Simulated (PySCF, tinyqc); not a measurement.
Worked calculation: RKS/exchange-only LDA in the sto-3g basis, for BH, spin multiplicity 1. The lowest restricted solution is unstable here: a spin-polarised one lies 0.0001 hartree lower (PySCF). Computed by tinyqc, a small Python program that keeps every step (integrals from PySCF). Settings: charge = 0, multiplicity = 1, basis = sto-3g, energy threshold = 1e-09, iteration cap = 58, orthogonalisation = symmetric, start = core, DIIS depth = 0, damping = 0.5, method = RKS, functional = Slater exchange alone, grid = [30, 86]. Command: `OMP_NUM_THREADS=1 python tinyqc.py 22959 22960 out.jsonl` (the two numbers bound the seeds that draw the settings). One thread of a shared host (Intel(R) Xeon(R) Processor @ 2.60GHz), about 0.5 s of CPU time with the checks. Later iterations appear only in the table of the cycle.

## One-electron integrals

Geometry (angstrom):
```
atom        x        y        z
B     0.00000  0.00000  0.00000
H     0.00000  0.00000  2.04400
```

Basis sto-3g: exponents (1/bohr^2) and contraction coefficients of normalised primitives:
```
element  l (shell)  exponent  coefficient
B            s (1)  48.79111      0.15433
B            s (1)   8.88736      0.53533
B            s (1)   2.40527      0.44463
B            s (2)   2.23696     -0.09997
B            s (2)   0.51982      0.39951
B            s (2)   0.16906      0.70012
B            p (3)   2.23696      0.15592
B            p (3)   0.51982      0.60768
B            p (3)   0.16906      0.39196
H            s (1)   3.42525      0.15433
H            s (1)   0.62391      0.53533
H            s (1)   0.16886      0.44463
```

Overlap, kinetic and nuclear-attraction integrals over the contracted functions; the nuclear repulsion is the sum of Za Zb / Rab.

nuclear repulsion = 1.2944648 hartree

overlap S:
```
          1B 1s    1B 2s   1B 2px   1B 2py   1B 2pz    2H 1s
1B 1s   1.00000  0.26933  0.00000  0.00000  0.00000  0.00972
1B 2s   0.26933  1.00000  0.00000  0.00000  0.00000  0.15186
1B 2px  0.00000  0.00000  1.00000  0.00000  0.00000  0.00000
1B 2py  0.00000  0.00000  0.00000  1.00000  0.00000  0.00000
1B 2pz  0.00000  0.00000  0.00000  0.00000  1.00000  0.19707
2H 1s   0.00972  0.15186  0.00000  0.00000  0.19707  1.00000
```

kinetic energy T (hartree):
```
           1B 1s     1B 2s   1B 2px   1B 2py   1B 2pz     2H 1s
1B 1s   10.82630  -0.04797  0.00000  0.00000  0.00000  -0.00352
1B 2s   -0.04797   0.35917  0.00000  0.00000  0.00000  -0.00871
1B 2px   0.00000   0.00000  1.12388  0.00000  0.00000   0.00000
1B 2py   0.00000   0.00000  0.00000  1.12388  0.00000   0.00000
1B 2pz   0.00000   0.00000  0.00000  0.00000  1.12388   0.01502
2H 1s   -0.00352  -0.00871  0.00000  0.00000  0.01502   0.76003
```

nuclear attraction V (hartree):
```
            1B 1s     1B 2s    1B 2px    1B 2py    1B 2pz     2H 1s
1B 1s   -23.40628  -3.20909   0.00000   0.00000  -0.00630  -0.11575
1B 2s    -3.20909  -4.03034   0.00000   0.00000  -0.06406  -0.43292
1B 2px    0.00000   0.00000  -3.98874   0.00000   0.00000   0.00000
1B 2py    0.00000   0.00000   0.00000  -3.98874   0.00000   0.00000
1B 2pz   -0.00630  -0.06406   0.00000   0.00000  -4.02267  -0.52296
2H 1s    -0.11575  -0.43292   0.00000   0.00000  -0.52296  -2.52069
```

core Hamiltonian H = T + V (hartree):
```
            1B 1s     1B 2s    1B 2px    1B 2py    1B 2pz     2H 1s
1B 1s   -12.57998  -3.25706   0.00000   0.00000  -0.00630  -0.11927
1B 2s    -3.25706  -3.67117   0.00000   0.00000  -0.06406  -0.44163
1B 2px    0.00000   0.00000  -2.86486   0.00000   0.00000   0.00000
1B 2py    0.00000   0.00000   0.00000  -2.86486   0.00000   0.00000
1B 2pz   -0.00630  -0.06406   0.00000   0.00000  -2.89879  -0.50793
2H 1s    -0.11927  -0.44163   0.00000   0.00000  -0.50793  -1.76066
```

## Two-electron integrals

Functions are numbered as in S; the eight-fold symmetry (ij|kl) = (ji|kl) = (kl|ij) leaves the list below.

Two-electron integrals (ij|kl) in chemists' order, unique and non-zero (hartree):
```
(11|11) 2.92351   (21|11) 0.51838   (21|21) 0.10926   (22|11) 0.74423
(22|21) 0.19318   (22|22) 0.54480   (31|31) 0.02026   (32|31) 0.03000
(32|32) 0.12035   (33|11) 0.74249   (33|21) 0.19324   (33|22) 0.54468
(33|33) 0.58677   (41|41) 0.02026   (42|41) 0.03000   (42|42) 0.12035
(43|43) 0.03163   (44|11) 0.74249   (44|21) 0.19324   (44|22) 0.54468
(44|33) 0.52351   (44|44) 0.58677   (51|51) 0.02026   (52|51) 0.03000
(52|52) 0.12035   (53|53) 0.03163   (54|54) 0.03163   (55|11) 0.74249
(55|21) 0.19324   (55|22) 0.54468   (55|33) 0.52351   (55|44) 0.52351
(55|55) 0.58677   (61|11) 0.01853   (61|21) 0.00390   (61|22) 0.00694
(61|33) 0.00691   (61|44) 0.00691   (61|51) 0.00030   (61|52) 0.00055
(61|55) 0.00700   (61|61) 0.00014   (62|11) 0.06878   (62|21) 0.01827
(62|22) 0.06016   (62|33) 0.05831   (62|44) 0.05831   (62|51) 0.00197
(62|52) 0.01396   (62|55) 0.06378   (62|61) 0.00070   (62|62) 0.01170
(63|31) 0.00142   (63|32) 0.00744   (63|53) 0.00235   (63|63) 0.00095
(64|41) 0.00142   (64|42) 0.00744   (64|54) 0.00235   (64|64) 0.00095
(65|11) 0.07807   (65|21) 0.02093   (65|22) 0.07207   (65|33) 0.06873
(65|44) 0.06873   (65|51) 0.00315   (65|52) 0.02147   (65|55) 0.07866
(65|61) 0.00082   (65|62) 0.01602   (65|65) 0.02245   (66|11) 0.25880
(66|21) 0.06969   (66|22) 0.25740   (66|33) 0.24702   (66|44) 0.24702
(66|51) 0.00626   (66|52) 0.06201   (66|55) 0.27790   (66|61) 0.00265
(66|62) 0.07380   (66|65) 0.10861   (66|66) 0.77461
```

## Orthogonalisation

S = U s U^T; symmetric (Loewdin) form X = U s^(-1/2) U^T, so that X^T S X = 1.

eigenvalues of S: 0.67545  0.83395  1.00000  1.00000  1.15641  1.33419

X:
```
           1B 1s     1B 2s   1B 2px   1B 2py    1B 2pz     2H 1s
1B 1s    1.02903  -0.14277  0.00000  0.00000  -0.00202   0.01168
1B 2s   -0.14277   1.03856  0.00000  0.00000   0.01225  -0.08181
1B 2px   0.00000   0.00000  1.00000  0.00000   0.00000   0.00000
1B 2py   0.00000   0.00000  0.00000  1.00000   0.00000   0.00000
1B 2pz  -0.00202   0.01225  0.00000  0.00000   1.01527  -0.10259
2H 1s    0.01168  -0.08181  0.00000  0.00000  -0.10259   1.02461
```

## Starting guess

The start is the orbitals of the core Hamiltonian; D = 2 C_occ C_occ^T.

D at the start:
```
           1B 1s     1B 2s   1B 2px   1B 2py    1B 2pz     2H 1s
1B 1s    2.15790  -0.58706  0.00000  0.00000  -0.00802   0.02715
1B 2s   -0.58706   2.18208  0.00000  0.00000   0.03331  -0.09278
1B 2px   0.00000   0.00000  0.00000  0.00000   0.00000   0.00000
1B 2py   0.00000   0.00000  0.00000  0.00000   0.00000   0.00000
1B 2pz  -0.00802   0.03331  0.00000  0.00000   2.04298  -0.12957
2H 1s    0.02715  -0.09278  0.00000  0.00000  -0.12957   0.01199
```

## Iteration 1: exchange-correlation on the grid

Becke grid with 30 radial and 86 angular points per atom, points of zero weight dropped. rho = sum D_ij phi_i phi_j; V_xc,ij = sum w v_xc phi_i phi_j; v_xc is d(rho eps)/d rho.

The 16 grid points with the largest w rho, of 5151 (bohr, atomic units):
```
x                y         z        w      rho    eps_xc      v_xc
0.00000    0.00000  -1.74991  0.14761  0.10878  -0.35256  -0.47008
0.00000    0.00000  -1.43953  0.08693  0.18165  -0.41828  -0.55771
0.00000    0.00000   1.43953  0.08533  0.18320  -0.41947  -0.55929
0.00000    0.65489  -1.62275  0.15104  0.09739  -0.33980  -0.45307
-0.65489   0.00000  -1.62275  0.15104  0.09739  -0.33980  -0.45307
0.65489    0.00000  -1.62275  0.15104  0.09739  -0.33980  -0.45307
0.00000   -0.65489  -1.62275  0.15104  0.09739  -0.33980  -0.45307
0.00000    0.00000   1.74991  0.13546  0.10776  -0.35146  -0.46861
0.00000   -0.53873   1.33492  0.08793  0.16484  -0.40496  -0.53994
0.53873    0.00000   1.33492  0.08793  0.16484  -0.40496  -0.53994
-0.53873   0.00000   1.33492  0.08793  0.16484  -0.40496  -0.53994
0.00000    0.53873   1.33492  0.08793  0.16484  -0.40496  -0.53994
0.00000    0.53873  -1.33492  0.08895  0.16289  -0.40335  -0.53780
-0.53873   0.00000  -1.33492  0.08895  0.16289  -0.40335  -0.53780
0.53873    0.00000  -1.33492  0.08895  0.16289  -0.40335  -0.53780
0.00000   -0.53873  -1.33492  0.08895  0.16289  -0.40335  -0.53780
```

electrons on the grid, sum of w rho = 5.99998

E_xc = sum of w rho eps_xc = -3.8938595 hartree

V_xc (hartree):
```
           1B 1s     1B 2s    1B 2px    1B 2py    1B 2pz     2H 1s
1B 1s   -1.71541  -0.26870   0.00000   0.00000  -0.00019  -0.00976
1B 2s   -0.26870  -0.40983   0.00000   0.00000  -0.00029  -0.03691
1B 2px   0.00000   0.00000  -0.38314   0.00000   0.00000   0.00000
1B 2py   0.00000   0.00000   0.00000  -0.38314   0.00000   0.00000
1B 2pz  -0.00019  -0.00029   0.00000   0.00000  -0.45405  -0.04189
2H 1s   -0.00976  -0.03691   0.00000   0.00000  -0.04189  -0.07299
```

## Iteration 1: building the Kohn-Sham matrix

J_ij = sum D_kl (ij|kl); F = H + J + V_xc; E = tr D H + tr D J / 2 + E_xc + E_nn.

Coulomb J (hartree):
```
          1B 1s    1B 2s   1B 2px   1B 2py   1B 2pz    2H 1s
1B 1s   8.81198  1.79886  0.00000  0.00000  0.00058  0.06459
1B 2s   1.79886  3.65436  0.00000  0.00000  0.00016  0.38404
1B 2px  0.00000  0.00000  3.60810  0.00000  0.00000  0.00000
1B 2py  0.00000  0.00000  0.00000  3.60810  0.00000  0.00000
1B 2pz  0.00058  0.00016  0.00000  0.00000  3.73413  0.45579
2H 1s   0.06459  0.38404  0.00000  0.00000  0.45579  1.57768
```

Kohn-Sham matrix F (hartree):
```
           1B 1s     1B 2s   1B 2px   1B 2py    1B 2pz     2H 1s
1B 1s   -5.48342  -1.72689  0.00000  0.00000  -0.00591  -0.06444
1B 2s   -1.72689  -0.42664  0.00000  0.00000  -0.06419  -0.09450
1B 2px   0.00000   0.00000  0.36009  0.00000   0.00000   0.00000
1B 2py   0.00000   0.00000  0.00000  0.36009   0.00000   0.00000
1B 2pz  -0.00591  -0.06419  0.00000  0.00000   0.38129  -0.09403
2H 1s   -0.06444  -0.09450  0.00000  0.00000  -0.09403  -0.25597
```

total energy of this density = -23.5030513 hartree

This density is the starting one.

## Iteration 1: diagonalisation and new density

Diagonalise F' = X^T F X, C = X C', fill 3 alpha and 3 beta electrons from the bottom; D = 2 C_occ C_occ^T; the new density keeps 0.5 of the old one (damping). Each column has its largest component positive (the first on a tie).

F' = X^T F X (hartree):
```
          1         2        3        4         5         6
1  -5.30893  -1.00825  0.00000  0.00000  -0.00321   0.02032
2  -1.00825  -0.04837  0.00000  0.00000  -0.04747  -0.06160
3   0.00000   0.00000  0.36009  0.00000   0.00000   0.00000
4   0.00000   0.00000  0.00000  0.36009   0.00000   0.00000
5  -0.00321  -0.04747  0.00000  0.00000   0.40855  -0.10802
6   0.02032  -0.06160  0.00000  0.00000  -0.10802  -0.23200
```

orbital energies (hartree): MO1 -5.49559, MO2 -0.26232, MO3 0.14654, MO4 0.36009, MO5 0.36009, MO6 0.43062

coefficients C:
```
             MO1       MO2       MO3      MO4       MO5       MO6
1B 1s    0.98583  -0.04512  -0.32304  0.00000   0.00000   0.03418
1B 2s    0.04879   0.10603   1.03992  0.00000   0.00000  -0.10389
1B 2px   0.00000   0.00000   0.00000  0.99361  -0.11286   0.00000
1B 2py   0.00000   0.00000   0.00000  0.11286   0.99361   0.00000
1B 2pz   0.00241   0.07346   0.12585  0.00000   0.00000   1.01005
2H 1s   -0.00527   0.96224  -0.28721  0.00000   0.00000  -0.24239
```

D after iteration 1:
```
           1B 1s     1B 2s   1B 2px   1B 2py    1B 2pz     2H 1s
1B 1s    2.15720  -0.58615  0.00000  0.00000  -0.04560   0.05774
1B 2s   -0.58615   2.18609  0.00000  0.00000   0.15543  -0.24330
1B 2px   0.00000   0.00000  0.00000  0.00000   0.00000   0.00000
1B 2py   0.00000   0.00000  0.00000  0.00000   0.00000   0.00000
1B 2pz  -0.04560   0.15543  0.00000  0.00000   1.04273  -0.03026
2H 1s    0.05774  -0.24330  0.00000  0.00000  -0.03026   1.01441
```

Within a degenerate level the vectors are fixed only up to a rotation; this is one choice.

## Iteration 2: exchange-correlation on the grid

As before.

The 16 grid points with the largest w rho, of 5151 (bohr, atomic units):
```
x                y         z        w      rho    eps_xc      v_xc
0.00000    0.00000   1.43953  0.08533  0.12811  -0.37232  -0.49643
0.00000    0.00000   1.74991  0.13546  0.07661  -0.31368  -0.41824
0.00000   -0.53873   1.33492  0.08793  0.11773  -0.36198  -0.48264
0.53873    0.00000   1.33492  0.08793  0.11773  -0.36198  -0.48264
-0.53873   0.00000   1.33492  0.08793  0.11773  -0.36198  -0.48264
0.00000    0.53873   1.33492  0.08793  0.11773  -0.36198  -0.48264
0.00000   -0.65489   1.62275  0.14338  0.06983  -0.30414  -0.40552
0.65489    0.00000   1.62275  0.14338  0.06983  -0.30414  -0.40552
-0.65489   0.00000   1.62275  0.14338  0.06983  -0.30414  -0.40552
0.00000    0.65489   1.62275  0.14338  0.06983  -0.30414  -0.40552
0.00000    0.00000  -1.74991  0.14761  0.06304  -0.29393  -0.39191
0.00000    0.00000  -1.43953  0.08693  0.10604  -0.34958  -0.46610
0.00000    0.00000   1.17026  0.04950  0.18455  -0.42049  -0.56065
0.53205   -0.53205   1.22723  0.08307  0.10783  -0.35153  -0.46870
-0.53205  -0.53205   1.22723  0.08307  0.10783  -0.35153  -0.46870
0.53205    0.53205   1.22723  0.08307  0.10783  -0.35153  -0.46870
```

electrons on the grid, sum of w rho = 6.00024

E_xc = sum of w rho eps_xc = -3.7367761 hartree

V_xc (hartree):
```
           1B 1s     1B 2s    1B 2px    1B 2py    1B 2pz     2H 1s
1B 1s   -1.70726  -0.26224   0.00000   0.00000  -0.00136  -0.00952
1B 2s   -0.26224  -0.38269   0.00000   0.00000  -0.01073  -0.04684
1B 2px   0.00000   0.00000  -0.36407   0.00000   0.00000   0.00000
1B 2py   0.00000   0.00000   0.00000  -0.36407   0.00000   0.00000
1B 2pz  -0.00136  -0.01073   0.00000   0.00000  -0.41065  -0.06040
2H 1s   -0.00952  -0.04684   0.00000   0.00000  -0.06040  -0.35906
```

## Iteration 2: building the Kohn-Sham matrix

As before.

Coulomb J (hartree):
```
          1B 1s    1B 2s   1B 2px   1B 2py   1B 2pz    2H 1s
1B 1s   8.32655  1.67494  0.00000  0.00000  0.01272  0.06034
1B 2s   1.67494  3.36621  0.00000  0.00000  0.08955  0.39741
1B 2px  0.00000  0.00000  3.33061  0.00000  0.00000  0.00000
1B 2py  0.00000  0.00000  0.00000  3.33061  0.00000  0.00000
1B 2pz  0.01272  0.08955  0.00000  0.00000  3.42465  0.49096
2H 1s   0.06034  0.39741  0.00000  0.00000  0.49096  2.09136
```

Kohn-Sham matrix F (hartree):
```
           1B 1s     1B 2s   1B 2px   1B 2py    1B 2pz     2H 1s
1B 1s   -5.96069  -1.84435  0.00000  0.00000   0.00506  -0.06845
1B 2s   -1.84435  -0.68764  0.00000  0.00000   0.01476  -0.09106
1B 2px   0.00000   0.00000  0.10168  0.00000   0.00000   0.00000
1B 2py   0.00000   0.00000  0.00000  0.10168   0.00000   0.00000
1B 2pz   0.00506   0.01476  0.00000  0.00000   0.11521  -0.07738
2H 1s   -0.06845  -0.09106  0.00000  0.00000  -0.07738  -0.02836
```

total energy of this density = -23.9530586 hartree

This density is a damped mixture and is not idempotent.

## Iteration 2: diagonalisation and new density

As before.

F' = X^T F X (hartree):
```
          1         2        3        4         5         6
1  -5.78519  -1.02730  0.00000  0.00000  -0.00231   0.01951
2  -1.02730  -0.30204  0.00000  0.00000   0.02795  -0.06388
3   0.00000   0.00000  0.10168  0.00000   0.00000   0.00000
4   0.00000   0.00000  0.00000  0.10168   0.00000   0.00000
5  -0.00231   0.02795  0.00000  0.00000   0.13509  -0.09293
6   0.01951  -0.06388  0.00000  0.00000  -0.09293  -0.00032
```

orbital energies (hartree): MO1 -5.97135, MO2 -0.14683, MO3 -0.02674, MO4 0.10168, MO5 0.10168, MO6 0.19245

coefficients C:
```
             MO1       MO2       MO3      MO4       MO5       MO6
1B 1s    0.98707  -0.28444   0.14089  0.00000   0.00000  -0.06599
1B 2s    0.04478   0.90249  -0.48211  0.00000   0.00000   0.23856
1B 2px   0.00000   0.00000   0.00000  0.98858  -0.15068   0.00000
1B 2py   0.00000   0.00000   0.00000  0.15068   0.98858   0.00000
1B 2pz  -0.00014   0.02354   0.43136  0.00000   0.00000   0.92456
2H 1s   -0.00439   0.37256   0.76041  0.00000   0.00000  -0.59172
```

D after iteration 2:
```
           1B 1s     1B 2s   1B 2px   1B 2py    1B 2pz     2H 1s
1B 1s    2.15366  -0.57350  0.00000  0.00000   0.03114   0.02570
1B 2s   -0.57350   2.14198  0.00000  0.00000  -0.10901  -0.15221
1B 2px   0.00000   0.00000  0.00000  0.00000   0.00000   0.00000
1B 2py   0.00000   0.00000  0.00000  0.00000   0.00000   0.00000
1B 2pz   0.03114  -0.10901  0.00000  0.00000   0.70799   0.32165
2H 1s    0.02570  -0.15221  0.00000  0.00000   0.32165   1.22425
```

Within a degenerate level the vectors are fixed only up to a rotation; this is one choice.

## Convergence

Stop when the energy changes by less than 1e-09 hartree and every element of the error matrix X^T (F D S - S D F) X is below 9e-06.

Course of the cycle:
```
iteration  E (hartree)     change  largest element of the error matrix
1          -23.5030513          -                             2.60e-01
2          -23.9530586  -4.50e-01                             7.56e-02
3          -24.0388704  -8.58e-02                             6.88e-02
4          -24.0779233  -3.91e-02                             8.41e-02
5          -24.0976013  -1.97e-02                             9.42e-02
6          -24.1041911  -6.59e-03                             1.12e-01
7          -24.1086294  -4.44e-03                             1.05e-01
8          -24.1076246   1.00e-03                             1.23e-01
9          -24.1092634  -1.64e-03                             1.09e-01
10         -24.1069753   2.29e-03                             1.27e-01
11         -24.1085005  -1.53e-03                             1.10e-01
12         -24.1062228   2.28e-03                             1.28e-01
13         -24.1079667  -1.74e-03                             1.11e-01
14         -24.1058257   2.14e-03                             1.28e-01
...                ...        ...                                  ...
45         -24.1075510  -2.00e-03                             1.11e-01
46         -24.1055522   2.00e-03                             1.28e-01
47         -24.1075510  -2.00e-03                             1.11e-01
48         -24.1055522   2.00e-03                             1.28e-01
49         -24.1075510  -2.00e-03                             1.11e-01
50         -24.1055522   2.00e-03                             1.28e-01
51         -24.1075510  -2.00e-03                             1.11e-01
52         -24.1055522   2.00e-03                             1.28e-01
53         -24.1075510  -2.00e-03                             1.11e-01
54         -24.1055522   2.00e-03                             1.28e-01
55         -24.1075510  -2.00e-03                             1.11e-01
56         -24.1055522   2.00e-03                             1.28e-01
57         -24.1075510  -2.00e-03                             1.11e-01
58         -24.1055522   2.00e-03                             1.28e-01
```

PySCF RKS in the same basis, fine grid = -24.1385144 hartree

Not converged within the cap of 58 iterations: the residual has stopped falling: the iteration swings between two states. Reruns (cap 100 unless said): DIIS 8: converged in 13; level shift 0.5: converged in 12; atomic densities as start, DIIS 8: converged in 11; the original settings with a cap of 400: not converged.
